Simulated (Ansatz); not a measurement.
This geometry of BF2H + H (5 atoms, charge 0, multiplicity 2) is a first-order saddle point.

All numbers below come from UKS r2SCAN-D4/6-31G* (Ansatz).

```xyz
5
Properties=species:S:1:pos:R:3
B 0.000 -0.030 -0.028
H 0.000 -0.024 1.509
F 1.140 0.016 -0.686
F -1.140 0.016 -0.686
H 0.000 0.022 2.412
```

Q: Which two structures does it join? (They come from a converged band through this point; their orientation in space is the band's.)

A: Bonds broken: B1–H2. Bonds formed: H2–H5. BF2H + H becomes BF2 + H2.

Image 0:

```xyz
5
Properties=species:S:1:pos:R:3
B 0.000 0.002 -0.176
H 0.000 0.009 1.018
F 1.133 -0.001 -0.854
F -1.133 -0.001 -0.854
H 0.000 -0.009 3.387
```

Image 6:

```xyz
5
Properties=species:S:1:pos:R:3
B 0.000 0.000 -0.487
H 0.000 -0.001 2.266
F 1.145 0.000 -1.135
F -1.145 0.000 -1.135
H 0.000 -0.001 3.011
```

Q: How far does it lie above each of them?

A: 34.1 kJ/mol above the first and 22.3 kJ/mol above the second. This is the barrier of this one path; another mechanism may lie lower.

Time of the run: 3.4 min on 1 thread of Arm Neoverse V1 (shared host), peak memory 0.13 GiB.
